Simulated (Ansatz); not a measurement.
# BHO2: the cost of one run

Computed with Ansatz 0.2.0, driven from Python. Level of theory: B3LYP/def2-SVP.

**1. The system**

Bond lengths: O1–B2 1.197 Å, B2–O3 1.305 Å, O3–H4 0.952 Å. Angles: O1–B2–O3 176.5°, B2–O3–H4 121.6°.

The script holds or builds the structure itself.

**2. Script**

Input file bho2_dimer.py:

```python
"""Binding of a BHO2 dimer at a trial geometry."""

import ansatz

FIRST = [
    ("O", (-1.5476, 0.5194, 0.4468)),
    ("B", (-0.4336, 0.1363, 0.2373)),
    ("O", (0.79, -0.2908, 0.0882)),
    ("H", (1.1913, -0.365, -0.7723)),
]
SECOND = [
    ("O", (-3.1613, -1.5287, 4.3134)),
    ("B", (-3.5625, -0.9494, 3.3464)),
    ("O", (-4.0723, -0.3155, 2.3265)),
    ("H", (-3.5453, -0.0864, 1.5671)),
]

def energy(atoms, ghosts=()):
    molecule = ansatz.Crystal.molecule()
    for symbol, xyz in atoms:
        molecule = molecule.atom(symbol, xyz)
    calc = (
        molecule.calculation()
        .basis(gaussian="def2-SVP")
        .functional("B3LYP")
    )
    deck = calc.input()
    if ghosts:
        deck = deck.set(ansatz.key.basis.gaussian.ghost_atoms, [{"symbol": s, "position_ang": list(xyz)} for s, xyz in ghosts])
    return ansatz.Session.from_dict(deck).plan().execute().report["free_energy_ev"]

# ghost atoms carry the functions of the partner
both = energy(FIRST + SECOND)
alone = energy(FIRST) + energy(SECOND)
ghosted = energy(FIRST, SECOND) + energy(SECOND, FIRST)
print(f"dimer {both:.6f} eV")
print(f"interaction, uncorrected   {96.485332 * (both - alone):8.3f} kJ/mol")
print(f"interaction, counterpoise  {96.485332 * (both - ghosted):8.3f} kJ/mol")
print(f"basis-set superposition    {96.485332 * (alone - ghosted):8.3f} kJ/mol")
```

**3. What the engine is handed**

The package turns the script's settings into the engine's input (first run):

```yaml
crystal:
  periodic: [false, false, false]
  atoms:
    - { symbol: O, position_ang: [-1.5476, 0.5194, 0.4468] }
    - { symbol: B, position_ang: [-0.4336, 0.1363, 0.2373] }
    - { symbol: O, position_ang: [0.79, -0.2908, 0.0882] }
    - { symbol: H, position_ang: [1.1913, -0.365, -0.7723] }
    - { symbol: O, position_ang: [-3.1613, -1.5287, 4.3134] }
    - { symbol: B, position_ang: [-3.5625, -0.9494, 3.3464] }
    - { symbol: O, position_ang: [-4.0723, -0.3155, 2.3265] }
    - { symbol: H, position_ang: [-3.5453, -0.0864, 1.5671] }
basis:
  gaussian:
    orbitals: def2-SVP
hamiltonian:
  xc: b3lyp
```

**4. Launch**

The run is started by

```console
python bho2_dimer.py
```

Q: Estimate wall time and peak memory on 1 thread of Arm Neoverse V1, shared host.

About 7.1 s, with a peak of 0.22 GiB.
